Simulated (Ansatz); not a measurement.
# Molecular dynamics of C2H3S, charge +1

input.yaml

```yaml
crystal:
  periodic: [false, false, false]
  atoms:
    - { symbol: C, position_ang: [-0.75224, 0.289348, -0.70642] }
    - { symbol: C, position_ang: [0.035365, 0.044017, 0.291385] }
    - { symbol: S, position_ang: [0.925883, -0.185639, 1.64399] }
    - { symbol: H, position_ang: [-1.6422, -0.349795, -1.027247] }
    - { symbol: H, position_ang: [-0.568359, 1.07692, -1.473368] }
    - { symbol: H, position_ang: [2.01156, -0.842191, 1.036842] }
total_charge: 1
basis:
  gaussian: { orbitals: def2-SVP }
hamiltonian:
  xc: revpbe
  dispersion: d4
md:
  timestep: 0.5
  n_steps: 250
  ensemble: nvt_nose_hoover
  temperature: 700.0
  initial_velocities: maxwell_boltzmann
  seed: 386400
  nose_hoover: { tau: 3.0, chain_length: 1 }
```

Run as:

```bash
$ ansatz run input.yaml --threads 1 --pin off --max-ram 2048MiB --backend cpu --events-out ev --progress --plain --runs-dir out
```

It goes on from the last frame of an earlier run, with new velocities.

Output, in part (step lines, the closing report, with atoms numbered from 0):

```
md step     0: t =     0.00 fs  T =   700.0 K  F+E_penalty+E_count = -12941.23993777 eV  E_kin = 0.361928 eV  conserved = -12940.87800977 eV  (26 SCF iters)
[... lines left out ...]
Total energy: -12940.98838146 eV, -475.5725513018 hartree
Atom 0 at    -0.763107     0.289267    -0.700698 Å, force     1.185562    -0.079614     0.640346 eV/Å
Atom 1 at     0.033074     0.037991     0.315234 Å, force    -0.496058     0.013778    -0.854186 eV/Å
Atom 2 at     0.923211    -0.184652     1.631998 Å, force     1.894276    -0.501828    -0.534873 eV/Å
Atom 3 at    -1.616298    -0.287177    -1.020105 Å, force    -0.824843    -0.987385     0.053679 eV/Å
Atom 4 at    -0.526654     1.043880    -1.454805 Å, force     0.246117     0.906820    -0.029642 eV/Å
Atom 5 at     2.185738    -0.830399     1.040189 Å, force    -2.005054     0.648229     0.724676 eV/Å
Dipole moment:     0.060086    -0.077021    -0.370726 e Å
```

The steps, from the saved trajectory:

```tsv
time (fs)	T (K)	potential energy less start (eV)	conserved less start (meV/atom)
0.0	700	0.000	0.00
4.0	356	0.257	0.29
8.0	1274	0.295	0.35
12.0	832	0.164	0.05
16.0	220	0.213	0.16
20.0	673	0.193	0.12
24.0	1370	0.284	0.17
28.0	210	0.564	0.33
32.0	632	0.479	0.30
36.0	1294	0.259	0.55
40.0	182	0.136	0.10
44.0	233	0.118	0.12
48.0	1565	0.141	0.46
52.0	499	0.153	0.17
56.0	330	0.109	0.17
60.0	937	0.036	0.16
64.0	760	0.134	0.15
68.0	443	0.249	0.27
72.0	1076	0.157	0.10
76.0	602	0.298	0.29
80.0	507	0.307	0.28
84.0	978	0.239	0.14
88.0	392	0.511	0.38
92.0	736	0.550	0.46
96.0	1089	0.488	0.47
100.0	611	0.219	0.06
104.0	187	0.295	0.25
108.0	1040	0.238	0.33
112.0	1044	0.203	0.30
116.0	417	0.044	0.02
120.0	331	0.069	0.10
124.0	1132	0.136	0.24
```

All steps were run. The conserved energy stayed within 0.65 meV per atom of its start (net change 0.42 meV per atom), so the integration is sound. A run of 0.12 ps of so small a system gives no equilibrium averages. Limits of this set-up: the dipole of an ion depends on the origin.

The same pairs are bonded in the first frame and the last. Pairs count as bonded within 1.25 times the sum of covalent radii (0.12 Å more for H–H).

Last frame:

```xyz
6
Properties=species:S:1:pos:R:3
C -0.763 0.289 -0.701
C 0.033 0.038 0.315
S 0.923 -0.185 1.632
H -1.616 -0.287 -1.020
H -0.527 1.044 -1.455
H 2.186 -0.830 1.040
```

The run took 8.2 min on 1 CPU thread of a shared host.
